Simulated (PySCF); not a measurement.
Species: C5H11N (charge +1 and doublet state).
SMILES with atom numbers: `[CH2:1]=[CH:2][C@@H:3]([CH3:4])[NH+:5][CH3:6]` (hydrogens: H7, H8 on C1; H9 on C2; H10 on C3; H11, H12, H13 on C4; H14 on N5; H15, H16, H17 on C6)

Cartesian coordinates in Å at the GFN2-xTB level; atoms count from 1:
```
atom  x, y, z in Å
C1     2.063   -1.115    0.168
C2     0.927   -0.667   -0.341
C3     0.056    0.387    0.323
C4     0.573    1.807    0.114
N5    -1.299    0.272   -0.034
C6    -1.979   -0.955   -0.194
H7     2.709   -1.760   -0.406
H8     2.416   -0.853    1.152
H9     0.575   -1.000   -1.307
H10    0.143    0.160    1.406
H11    0.550    2.067   -0.942
H12   -0.031    2.525    0.665
H13    1.599    1.889    0.460
H14   -1.785    1.114   -0.319
H15   -2.079   -1.226   -1.256
H16   -3.000   -0.871    0.188
H17   -1.448   -1.760    0.314
```

The hyperfine couplings belong to this conformer and change with its torsions.

The calculation used UKS B3LYP, pcH-1 on C H N, non-relativistic, mean-field spin-orbit, GIAO in PySCF. The structure is a single GFN2-xTB conformer in the gas phase; no vibrational or solvent corrections. The geometry wasn't refined by DFT: couplings that depend on bond lengths, twists or pyramidal angles can differ widely from those at the functional's own minimum, by a factor of two or more for some ions and for spin on atoms past the first row. No stability test was run, so a lower SCF solution isn't excluded.

The largest Mulliken spin populations are on N5 (+0.72), H10 (+0.11), C1 (+0.07) and H15 (+0.07). No atom but N5 exceeds +0.15. The angles at N5 add up to 359.4°, so it is planar; its axial dipolar tensor and the negative coupling of its proton fit spin in a p orbital normal to that plane.

How do the β-proton couplings of this frozen conformer go with θ, the angle between the C–H bond and the normal to the plane of the spin centre's three neighbours, both seen down the bond from centre to carbon?

```csv
β H,on,centre,θ (°),cos²θ,a (G)
H10,C3,N5,19,0.89,+97.16
H15,C6,N5,15,0.93,+67.12
H16,C6,N5,48,0.45,+31.83
H17,C6,N5,75,0.07,+6.27
```

Fitting the Heller–McConnell form a = ρ(B0 + B2 cos²θ), with Mulliken ρ = 0.72, gives B0 = -4.0 G and B2 = 126.3 G, with a largest miss of 18.6 G.

What would the freely rotating methyl group on C6 show?

Three equal couplings, a 1:3:3:1 quartet. The mean of the three values of this geometry estimates the splitting: 35.1 G, or 98.3 MHz (three bonds 120° apart have a mean cos²θ of 1/2 at any torsion).

Couplings in gauss use g_iso = 2.0035.
